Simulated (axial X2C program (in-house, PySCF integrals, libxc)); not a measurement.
# Linear AlNC at several levels

One table from this session's results is given with a row withheld; the runs are named, their logs left out.

Computed with an in-house X2C program for linear molecules on PySCF integrals. Level: all-electron X2C, two-component (2c) or spin-free, Al dyall-v3z, N dyall-av3z, C dyall-v3z.

All values are calculated.

1 further run of the same task is left out (set aside as unsound or not needed).

The first run:

Contents of task.json:

```json
{"zs": [13, 7, 6], "q": 0, "bas": ["dyall-v3z", "dyall-av3z", "dyall-v3z"], "r0": [1.92, 1.17], "symm": 0, "scan": ["PBE0", "HF", "PBE"], "levels": ["PBE0", "HF", "LDA"], "nst": 2}
```

Keys: zs atomic numbers; q charge; bas basis sets; r0 starting distance in Å; symm equal bonds; scan levels of the two-bond scan (MP2 follows by itself at each HF point); levels methods; nst determinants followed.

Started as:

```console
$ python solin.py task.json out
```

Masses Al 26.982, N 14.003, C 12.000 u.

Steps of the session up to this table: Scan at PBE0, 2c; Scan at HF, 2c; Scan at PBE, 2c.

One of the session's tables, all rows but one given; the rest of the session is left out.

```
          level  r(Al–N) (Å)  r(N–C) (Å)  lower stretch (cm⁻¹)  upper stretch (cm⁻¹)
       PBE0, 2c            ?           ?                     ?                     ?
         HF, 2c        1.849       1.158                 571.3                2273.4
        PBE, 2c        1.886       1.188                 523.4                2045.4
        MP2, 2c        1.882       1.189                 534.0                2045.5
PBE0, spin-free        1.866       1.176                 545.6                2134.3
  HF, spin-free        1.849       1.158                 571.3                2273.3
 PBE, spin-free        1.886       1.188                 523.5                2045.4
 MP2, spin-free        1.882       1.189                 534.0                2045.4
```

Estimate the missing values for PBE0, 2c.

**Answer.** r(Al–N) (Å): 1.866; r(N–C) (Å): 1.176; lower stretch (cm⁻¹): 545.6; upper stretch (cm⁻¹): 2134.4.

Scans not shown above were run alike.

MP2 freezes inner shells (threshold -2 hartree). The molecule was held linear; bending was not examined, so a bent shape may lie lower.
